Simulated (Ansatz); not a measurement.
Ansatz (an electronic-structure program) input (PBE0/def2-TZVP):

Ansatz 0.2 input:
```yaml
crystal:
  periodic: [false, false, false]
  atoms:
    - {symbol: C, position_ang: [0.17374100, 0.87290308, -0.00032070]}
    - {symbol: C, position_ang: [1.58893377, 0.53736175, -0.01617525]}
    - {symbol: Cl, position_ang: [-0.85056784, -0.69876990, 0.00792755]}
    - {symbol: H, position_ang: [-0.14506536, 1.39307162, 0.89742769]}
    - {symbol: H, position_ang: [-0.16432700, 1.39624905, -0.88913114]}
    - {symbol: H, position_ang: [2.10649887, 0.31243964, 0.90551097]}
    - {symbol: H, position_ang: [2.08649814, 0.31573899, -0.94960019]}
basis:
  gaussian:
    orbitals: def2-TZVP
hamiltonian:
  xc: {name: PBE0}
magnetization: {spin_polarized: true, initial_magnetization: 1}
```

End of the output:

```
integrals: 0.04 GiB planned
804 factors; their error is unknown
mean field: 0.51 GiB planned
mean field evaluation 1: about -14649.1201 eV, gradient 3.3e1 eV
mean field evaluation 2: about -14645.5644 eV, gradient 4.1e1 eV
mean field evaluation 4: about -14654.6106 eV, gradient 2.0e0 eV
mean field evaluation 8: about -14654.6318 eV, gradient 6.9e-2 eV
mean field evaluation 16: about -14654.6582 eV, gradient 1.6e-4 eV
mean field -14654.65822735 eV, -538.5487565711 hartree, gradient 4.2e-5 eV, S^2 0.756759; 0 other end points of the search recorded, 0 dependent functions left out
reference -14654.65825181 eV, -538.5487574700 hartree; 17, 16 occupied and 106, 107 virtual orbitals, 804 factors
Total energy: -14654.65825181 eV, -538.5487574700 hartree
```

It need not be the lowest isomer of its formula.
